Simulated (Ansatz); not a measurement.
# How far each method lies from full CI for SiH2, singlet

Geometry: displaced at random from a stationary point.

```xyz
3

Si    0.0085   -0.0710   -0.0005
H    -0.1564    1.0047   -1.0789
H    -0.0798    0.9723    1.0929
```

Basis cc-pVDZ; Ansatz 0.2.0. Correlated methods freeze the noble-gas cores, which leaves 6 electrons in 23 orbitals. R marks a restricted (for open shells ROHF) determinant, U an unrestricted one. Active spaces: valence = (6e, 6o) chosen from the atoms' valence shells.

Full CI is exact within this basis and frozen core; it isn't the basis-set limit. The frozen core follows each run's orbitals, which can shift R against U totals by a few meV.

```
UHF ⟨S²⟩                          : 0.378
T1 diagnostic (RCCSD)             : 0.0137
largest doubles amplitude (RCCSD) : 0.106
```

```
   level  E − E(RHF) (eV)
    RMP2          -2.4040
   RCCSD          -3.1791
RCCSD(T)          -3.2402
```

Q: Estimate how far full CI in cc-pVDZ lies from RCCSD(T). The table doesn't fix it; the size of (T) and the diagnostics are the guide.

A: Full CI in cc-pVDZ lies 0.45 kcal/mol below RCCSD(T), which is 32 % of the (T) step (-1.41 kcal/mol). RHF is unstable towards spin polarisation, and the rest is a large part of (T).

The other levels:

```tsv
level	E − E(full CI) (kcal/mol)	share of correlation (%)	wall time
CISD	5.07	93.25	0.39 s
BCCD(T)	0.45	99.40	0.24 s
RCCSDT	0.07	99.90	–
RCCSDT(Q)	0.01	99.98	0.63 s
RCCSDTQ	0.00	100.00	4.1 s
CASSCF (valence space)	44.18	41.22	–
NEVPT2 (valence space)	14.45	80.78	0.36 s
MRCISD (valence space)	2.01	97.33	–
MRCISD+Q (valence space)	0.27	99.65	0.66 s
MRCISD+Q(relaxed) (valence space)	-0.57	100.76	0.78 s
```

The correlation energy at full CI, counted from RHF, is -3.260 eV. That run took 4.7 s on 1 thread of Arm Neoverse V1, shared host over 1,573,121 determinants.

Run but not shown, since their state or frozen core can't be matched to the reference's or they repeat it: UHF.

Times hold each run's SCF and search for its determinant on a shared host, so for small cases they say little of a method's own cost; they ran on 1 thread of Arm Neoverse V1.

More than 5 meV below full CI, which no variational method can be: MRCISD+Q(relaxed) (valence space).

The full-CI state has the irrep A' of Cs, in the program's axes.

Natural occupations of full CI about the gap: 1.961 1.947 1.892 0.067 0.042 0.024 0.013 0.009 0.008 0.008; effectively unpaired electrons, Σ n²(2−n)², 0.09.
